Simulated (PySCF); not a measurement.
PySCF input (PBE0/aug-cc-pV(D+d)Z):

```python
import numpy as np, basis_set_exchange as bse
from pyscf import gto, scf, dft, df

basis = {'C': gto.basis.parse(bse.get_basis('aug-cc-pV(D+d)Z', elements=['C'], fmt='nwchem')), 'Cl': gto.basis.parse(bse.get_basis('aug-cc-pV(D+d)Z', elements=['Cl'], fmt='nwchem')), 'H': gto.basis.parse(bse.get_basis('aug-cc-pV(D+d)Z', elements=['H'], fmt='nwchem'))}
mol = gto.M(
    atom='''
    C     0.00819413    0.01326082   -1.13371283
    Cl   -0.00477402   -0.00772595    0.66051769
    H     0.01747178    1.04777215   -1.46340501
    H     0.89974992   -0.50396843   -1.47517859
    H    -0.88522815   -0.49202752   -1.48794019
    ''',
    basis=basis,
    charge=0,
    verbose=4,
    max_memory=8640,
)
mf = dft.RKS(mol, xc='pbe0')
mf.grids.level = 3
mf = mf.density_fit(auxbasis=df.autoaux(mol))
mf.conv_tol = 1e-9
mf.max_cycle = 100
print('smallest overlap eigenvalue', np.linalg.eigvalsh(mol.intor('int1e_ovlp'))[0])
mf.kernel()
dip = mf.dip_moment()
```

Output:

```
PySCF version 2.14.0

[INPUT] verbose = 4
[INPUT] num. atoms = 5
[INPUT] num. electrons = 26
[INPUT] charge = 0
[INPUT] spin (= nelec alpha-beta = 2S) = 0
[INPUT] symmetry False subgroup None
[INPUT] Mole.unit = angstrom
[INPUT] Symbol           X                Y                Z      unit          X                Y                Z       unit  Magmom
[INPUT]  1 C      0.008194130000   0.013260820000  -1.133712830000 AA    0.015484661529   0.025059317987  -2.142406752606 Bohr   0.0
[INPUT]  2 Cl    -0.004774020000  -0.007725950000   0.660517690000 AA   -0.009021590313  -0.014599929552   1.248197534530 Bohr   0.0
[INPUT]  3 H      0.017471780000   1.047772150000  -1.463405010000 AA    0.033016879109   1.980002404447  -2.765434678216 Bohr   0.0
[INPUT]  4 H      0.899749920000  -0.503968430000  -1.475178590000 AA    1.700280929399  -0.952362308127  -2.787683519922 Bohr   0.0
[INPUT]  5 H     -0.885228150000  -0.492027520000  -1.487940190000 AA   -1.672838761255  -0.929797258549  -2.811799448833 Bohr   0.0

nuclear repulsion = 51.1205397543401
number of shells = 24
number of NR pGTOs = 123
number of NR cGTOs = 82
basis = {'C': [[0, [6665.0, 0.000692, -0.000146, 0.0], [1000.0, 0.005329, -0.001154, 0.0], [228.0, 0.027077, -0.005725, 0.0], [64.71, 0.101718, -0.023312, 0.0], [21.06, 0.27474, -0.063955, 0.0], [7.495, 0.448564, -0.149981, 0.0], [2.797, 0.285074, -0.127262, 0.0], [0.5215, 0.015204, 0.544529, 0.0], [0.1596, -0.003191, 0.580496, 1.0]], [0, [0.0469, 1.0]], [1, [9.439, 0.038109, 0.0], [2.002, 0.20948, 0.0], [0.5456, 0.508557, 0.0], [0.1517, 0.468842, 1.0]], [1, [0.04041, 1.0]], [2, [0.55, 1.0]], [2, [0.151, 1.0]]], 'Cl': [[0, [127900.0, 0.000241153, -6.78922e-05, 2.04986e-05, 0.0], [19170.0, 0.00187095, -0.000521836, 0.000158298, 0.0], [4363.0, 0.00970827, -0.00276513, 0.000833639, 0.0], [1236.0, 0.0393153, -0.0111537, 0.0033988, 0.0], [403.6, 0.125932, -0.0385919, 0.0116738, 0.0], [145.7, 0.299341, -0.0994848, 0.0309622, 0.0], [56.81, 0.421886, -0.201392, 0.0629533, 0.0], [23.23, 0.237201, -0.130313, 0.0460257, 0.0], [6.644, 0.0191531, 0.509443, -0.219312, 0.0], [2.575, -0.00334792, 0.610725, -0.408773, 0.0], [0.5371, 0.000929883, 0.0421549, 0.638465, 0.0], [0.1938, -0.000396379, -0.00923427, 0.562362, 1.0]], [0, [0.0608, 1.0]], [1, [417.6, 0.00525982, -0.0014357, 0.0], [98.33, 0.0398332, -0.0107796, 0.0], [31.04, 0.164655, -0.0470075, 0.0], [11.19, 0.387322, -0.11103, 0.0], [4.249, 0.457072, -0.153275, 0.0], [1.624, 0.151636, 0.0894609, 0.0], [0.5322, 0.00181615, 0.579444, 0.0], [0.162, 0.00188296, 0.483272, 1.0]], [1, [0.0466, 1.0]], [2, [3.652, 1.0, 0.0], [0.603, 0.0, 1.0]], [2, [0.198, 1.0]]], 'H': [[0, [13.01, 0.019685, 0.0], [1.962, 0.137977, 0.0], [0.4446, 0.478148, 0.0], [0.122, 0.50124, 1.0]], [0, [0.02974, 1.0]], [1, [0.727, 1.0]], [1, [0.141, 1.0]]]}
ecp = {}
ETB for H: l = 0, exps = 0.05948 * 1.8^n , n = 0..11
ETB for H: l = 1, exps = 0.17073999999999998 * 2^n , n = 0..4
ETB for H: l = 2, exps = 0.282 * 2.2^n , n = 0..3
ETB for C: l = 0, exps = 0.08082 * 1.8^n , n = 0..15
ETB for C: l = 1, exps = 0.08082 * 1.8^n , n = 0..12
ETB for C: l = 2, exps = 0.08082 * 1.8^n , n = 0..11
ETB for C: l = 3, exps = 0.19141 * 2.2^n , n = 0..3
ETB for Cl: l = 0, exps = 0.0932 * 1.8^n , n = 0..18
ETB for Cl: l = 1, exps = 0.0932 * 1.8^n , n = 0..15
ETB for Cl: l = 2, exps = 0.0932 * 1.8^n , n = 0..14
ETB for Cl: l = 3, exps = 0.2446 * 2.2^n , n = 0..5
smallest overlap eigenvalue 0.0007912709506405444

******** <class 'pyscf.df.df_jk.DFRKS'> ********
method = DFRKS
initial guess = minao
damping factor = 0
level_shift factor = 0
DIIS = <class 'pyscf.scf.diis.CDIIS'>
diis_start_cycle = 1
diis_space = 8
diis_damp = 0
SCF conv_tol = 1e-09
SCF conv_tol_grad = None
SCF max_cycles = 100
direct_scf = False
XC library pyscf.dft.libxc version 7.1.2
    S. Lehtola, C. Steigemann, M. J. T. Oliveira, and M. A. L. Marques,  SoftwareX 7, 1–5 (2018)
XC functionals = pbe0
    C. Adamo and V. Barone,  J. Chem. Phys. 110, 6158 (1999)
    M. Ernzerhof and G. E. Scuseria,  J. Chem. Phys. 110, 5029 (1999)
radial grids:
    Treutler-Ahlrichs [JCP 102, 346 (1995); DOI:10.1063/1.469408] (M4) radial grids

becke partition: Becke, JCP 88, 2547 (1988); DOI:10.1063/1.454033
pruning grids: <function nwchem_prune>
grids dens level: 3
symmetrized grids: False
atomic radii adjust function: <function treutler_atomic_radii_adjust>
small_rho_cutoff = 0
Set gradient conv threshold to 3.16228e-05
Initial guess from minao.
tot grids = 62424
******** <class 'pyscf.df.df.DF'> ********
auxbasis = {'H': [[0, [np.float64(38.2268503151272), 1]], [0, [np.float64(21.237139063959557), 1]], [0, [np.float64(11.798410591088642), 1]], [0, [np.float64(6.554672550604801), 1]], [0, [np.float64(3.6414847503360006), 1]], [0, [np.float64(2.0230470835200003), 1]], [0, [np.float64(1.1239150464), 1]], [0, [np.float64(0.624397248), 1]], [0, [np.float64(0.34688736000000003), 1]], [0, [np.float64(0.1927152), 1]], [0, [np.float64(0.10706399999999999), 1]], [0, [np.float64(0.05948), 1]], [1, [np.float64(2.7318399999999996), 1]], [1, [np.float64(1.3659199999999998), 1]], [1, [np.float64(0.6829599999999999), 1]], [1, [np.float64(0.34147999999999995), 1]], [1, [np.float64(0.17073999999999998), 1]], [2, [np.float64(3.0027360000000005), 1]], [2, [np.float64(1.36488), 1]], [2, [np.float64(0.6204), 1]], [2, [np.float64(0.282), 1]]], 'C': [[0, [np.float64(545.2634946237084), 1]], [0, [np.float64(302.924163679838), 1]], [0, [np.float64(168.29120204435443), 1]], [0, [np.float64(93.49511224686358), 1]], [0, [np.float64(51.94172902603531), 1]], [0, [np.float64(28.856516125575176), 1]], [0, [np.float64(16.031397847541765), 1]], [0, [np.float64(8.906332137523203), 1]], [0, [np.float64(4.947962298624001), 1]], [0, [np.float64(2.7488679436800005), 1]], [0, [np.float64(1.5271488576000003), 1]], [0, [np.float64(0.848416032), 1]], [0, [np.float64(0.4713422400000001), 1]], [0, [np.float64(0.2618568), 1]], [0, [np.float64(0.14547600000000002), 1]], [0, [np.float64(0.08082), 1]], [1, [np.float64(93.49511224686358), 1]], [1, [np.float64(51.94172902603531), 1]], [1, [np.float64(28.856516125575176), 1]], [1, [np.float64(16.031397847541765), 1]], [1, [np.float64(8.906332137523203), 1]], [1, [np.float64(4.947962298624001), 1]], [1, [np.float64(2.7488679436800005), 1]], [1, [np.float64(1.5271488576000003), 1]], [1, [np.float64(0.848416032), 1]], [1, [np.float64(0.4713422400000001), 1]], [1, [np.float64(0.2618568), 1]], [1, [np.float64(0.14547600000000002), 1]], [1, [np.float64(0.08082), 1]], [2, [np.float64(51.94172902603531), 1]], [2, [np.float64(28.856516125575176), 1]], [2, [np.float64(16.031397847541765), 1]], [2, [np.float64(8.906332137523203), 1]], [2, [np.float64(4.947962298624001), 1]], [2, [np.float64(2.7488679436800005), 1]], [2, [np.float64(1.5271488576000003), 1]], [2, [np.float64(0.848416032), 1]], [2, [np.float64(0.4713422400000001), 1]], [2, [np.float64(0.2618568), 1]], [2, [np.float64(0.14547600000000002), 1]], [2, [np.float64(0.08082), 1]], [3, [np.float64(2.0381336800000005), 1]], [3, [np.float64(0.9264244000000001), 1]], [3, [np.float64(0.42110200000000003), 1]], [3, [np.float64(0.19141), 1]]], 'Cl': [[0, [np.float64(3667.085232617639), 1]], [0, [np.float64(2037.2695736764663), 1]], [0, [np.float64(1131.816429820259), 1]], [0, [np.float64(628.7869054556994), 1]], [0, [np.float64(349.3260585864997), 1]], [0, [np.float64(194.07003254805537), 1]], [0, [np.float64(107.81668474891966), 1]], [0, [np.float64(59.89815819384424), 1]], [0, [np.float64(33.27675455213569), 1]], [0, [np.float64(18.487085862297604), 1]], [0, [np.float64(10.270603256832002), 1]], [0, [np.float64(5.705890698240001), 1]], [0, [np.float64(3.1699392768000005), 1]], [0, [np.float64(1.7610773760000002), 1]], [0, [np.float64(0.9783763200000001), 1]], [0, [np.float64(0.5435424000000001), 1]], [0, [np.float64(0.301968), 1]], [0, [np.float64(0.16776000000000002), 1]], [0, [np.float64(0.0932), 1]], [1, [np.float64(628.7869054556994), 1]], [1, [np.float64(349.3260585864997), 1]], [1, [np.float64(194.07003254805537), 1]], [1, [np.float64(107.81668474891966), 1]], [1, [np.float64(59.89815819384424), 1]], [1, [np.float64(33.27675455213569), 1]], [1, [np.float64(18.487085862297604), 1]], [1, [np.float64(10.270603256832002), 1]], [1, [np.float64(5.705890698240001), 1]], [1, [np.float64(3.1699392768000005), 1]], [1, [np.float64(1.7610773760000002), 1]], [1, [np.float64(0.9783763200000001), 1]], [1, [np.float64(0.5435424000000001), 1]], [1, [np.float64(0.301968), 1]], [1, [np.float64(0.16776000000000002), 1]], [1, [np.float64(0.0932), 1]], [2, [np.float64(349.3260585864997), 1]], [2, [np.float64(194.07003254805537), 1]], [2, [np.float64(107.81668474891966), 1]], [2, [np.float64(59.89815819384424), 1]], [2, [np.float64(33.27675455213569), 1]], [2, [np.float64(18.487085862297604), 1]], [2, [np.float64(10.270603256832002), 1]], [2, [np.float64(5.705890698240001), 1]], [2, [np.float64(3.1699392768000005), 1]], [2, [np.float64(1.7610773760000002), 1]], [2, [np.float64(0.9783763200000001), 1]], [2, [np.float64(0.5435424000000001), 1]], [2, [np.float64(0.301968), 1]], [2, [np.float64(0.16776000000000002), 1]], [2, [np.float64(0.0932), 1]], [3, [np.float64(12.605783872000005), 1]], [3, [np.float64(5.7299017600000015), 1]], [3, [np.float64(2.6045008000000007), 1]], [3, [np.float64(1.1838640000000002), 1]], [3, [np.float64(0.53812), 1]], [3, [np.float64(0.2446), 1]]]}
init E= -499.894813186178
  HOMO = -0.348377607412498  LUMO = -0.0447613053038065  gap/eV = 8.26182
cycle= 1 E= -499.909230015691  delta_E= -0.0144  |g|= 0.162  |ddm|= 3.76
  HOMO = -0.278727118074945  LUMO = -0.00665474897008256  gap/eV = 7.40347
cycle= 2 E= -499.911965021421  delta_E= -0.00274  |g|= 0.142  |ddm|= 0.656
  HOMO = -0.311858333559635  LUMO = -0.00651770496587112  gap/eV = 8.30874
cycle= 3 E= -499.917542768982  delta_E= -0.00558  |g|= 0.026  |ddm|= 0.306
  HOMO = -0.312776767778049  LUMO = -0.00759446923538221  gap/eV = 8.30443
cycle= 4 E= -499.91768974116  delta_E= -0.000147  |g|= 0.0106  |ddm|= 0.0573
  HOMO = -0.312171050417953  LUMO = -0.00703366741944222  gap/eV = 8.30321
cycle= 5 E= -499.917718345767  delta_E= -2.86e-05  |g|= 0.00141  |ddm|= 0.018
  HOMO = -0.312385826248371  LUMO = -0.00705911110715007  gap/eV = 8.30836
cycle= 6 E= -499.917718781026  delta_E= -4.35e-07  |g|= 0.000289  |ddm|= 0.00204
  HOMO = -0.312343450646627  LUMO = -0.00705402787934695  gap/eV = 8.30735
cycle= 7 E= -499.917718800503  delta_E= -1.95e-08  |g|= 2.75e-05  |ddm|= 0.0005
  HOMO = -0.312341575681255  LUMO = -0.00705470374270689  gap/eV = 8.30728
cycle= 8 E= -499.917718800704  delta_E= -2.01e-10  |g|= 4.68e-06  |ddm|= 5.29e-05
  HOMO = -0.31234234272285  LUMO = -0.00705420829150682  gap/eV = 8.30731
Extra cycle  E= -499.917718800701  delta_E= 2.73e-12  |g|= 5.75e-06  |ddm|= 1.69e-05
converged SCF energy = -499.917718800701
Dipole moment(X, Y, Z, Debye):  0.01443,  0.02334, -1.99577
```
